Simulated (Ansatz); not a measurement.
## doublet SiS(+): levels of theory in one basis

```yaml
atoms:
  - { symbol: Si, position_ang: [0.0000, 0.0000, -1.1269] }
  - { symbol: S, position_ang: [0.0000, 0.0000, 1.1269] }
```

Basis set: def2-SVP (spherical functions). Left uncorrelated: 10 orbitals. Correlation on ROHF uses semicanonical orbitals with singles. Charge 1, multiplicity 2.

Computed with Ansatz (development build ahead of 0.2.0); each method stands on the lowest determinant of its kind that the runs found.

```csv
method,E − E(ROHF) (eV),<S²> of the determinant
ROHF,0.00,–
UHF,-0.11,0.77
ROHF-MP2,-4.49,–
UHF-MP2,-4.49,0.77
ROHF-CCSD(T),-5.62,–
UHF-CCSD(T),-5.62,0.77
```

Problem. What does UHF-CCSDT(Q) give on the same scale?

Solution. -5.69 eV.

Caution for ROHF-MP2, UHF-MP2: MP2 on this radical cation hangs on the determinant chosen. Caution for ROHF-MP2, UHF-MP2, ROHF-CCSD(T), UHF-CCSD(T), UHF-CCSDT(Q): a plain start can end on a higher determinant.
